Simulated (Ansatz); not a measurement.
A nudged elastic band was laid between two geometries of C2H7Al (10 atoms, charge 0, multiplicity 1).

Method: Ansatz 0.2.0, RKS PBE0-D4/def2-SVP.

```json
{
 "movable images": "9",
 "climbing image": "yes",
 "spring": "5.0 eV/Å²",
 "optimiser": "quadratic models (default)",
 "start path": "through a guess of the saddle point",
 "force threshold": "0.03 eV/Å",
 "iteration limit": "60",
 "end points": "relaxed"
}
```

Initial state:

```xyz
10
Properties=species:S:1:pos:R:3
Al 0.126 -0.087 0.462
H -0.217 -0.303 2.008
C 2.008 0.031 -0.068
H 2.554 -0.886 0.215
H 2.153 0.187 -1.148
H 2.516 0.856 0.462
C -1.358 0.038 -0.810
H -1.911 -0.917 -0.852
H -2.093 0.797 -0.492
H -1.041 0.282 -1.837
```

Final state:

```xyz
10
Properties=species:S:1:pos:R:3
Al -1.376 -1.010 0.917
H 1.616 0.193 1.359
C 2.042 0.244 0.346
H 2.069 -0.763 -0.091
H 1.431 0.905 -0.284
H 3.064 0.640 0.407
C -1.506 -0.181 -0.897
H -2.464 -0.429 -1.392
H -1.443 0.923 -0.854
H -0.697 -0.522 -1.570
```

Problem. Which bonds break or form, and what moves?

Solution. Bonds broken: Al1–H2, Al1–C3. Bonds formed: H2–C3. C2H7Al becomes CH3Al + CH4.

Problem. What energy profile does the band end with?

Solution. It converged. The highest image is number 5 of 0 to 10, 3.12 eV above the first end and 2.10 eV above the last; the last end lies 1.02 eV above the first. Neighbouring images differ by up to 2.4 eV, so the band resolves the path poorly. A vibrational analysis at the climbing image gives one clearly imaginary mode, 1299i cm⁻¹: a first-order saddle point. The orbitals stay closed-shell, which can raise the energy where a bond breaks towards radicals; this wasn't checked here.

| image | path coordinate (Å) | energy (eV) | Al1–H2 (Å) | Al1–C3 (Å) | H2–C3 (Å) |
| --- | --- | --- | --- | --- | --- |
| 0 | 0.00 | 0.00 | 1.60 | 1.96 | 3.06 |
| 1 | 0.96 | 0.00 | 1.60 | 1.96 | 3.07 |
| 2 | 1.92 | 0.00 | 1.60 | 1.96 | 3.09 |
| 3 | 2.89 | 0.01 | 1.60 | 1.96 | 3.08 |
| 4 | 3.85 | 0.70 | 1.56 | 1.93 | 2.59 |
| 5 | 4.81 | 3.12 | 1.59 | 2.24 | 1.70 |
| 6 | 5.33 | 1.82 | 1.82 | 2.50 | 1.22 |
| 7 | 5.85 | 1.11 | 2.27 | 3.01 | 1.11 |
| 8 | 6.38 | 1.02 | 2.74 | 3.45 | 1.10 |
| 9 | 6.90 | 1.02 | 3.08 | 3.67 | 1.10 |
| 10 | 7.42 | 1.02 | 3.25 | 3.69 | 1.10 |

Problem. What is the geometry of the highest image?

Solution. 
```xyz
10
Properties=species:S:1:pos:R:3
Al -0.353 -0.261 0.938
H 1.059 -0.101 1.645
C 1.671 0.193 0.086
H 1.770 -0.647 -0.626
H 1.468 1.136 -0.452
H 2.616 0.297 0.639
C -1.255 -0.174 -0.805
H -2.331 -0.394 -0.753
H -1.125 0.836 -1.230
H -0.783 -0.885 -1.503
```

The band took 27 iterations and of the order of 10 core-minutes.

Time of the run: 10 min on 1 thread of Arm Neoverse V1, on a shared host, peak memory 0.15 GiB.
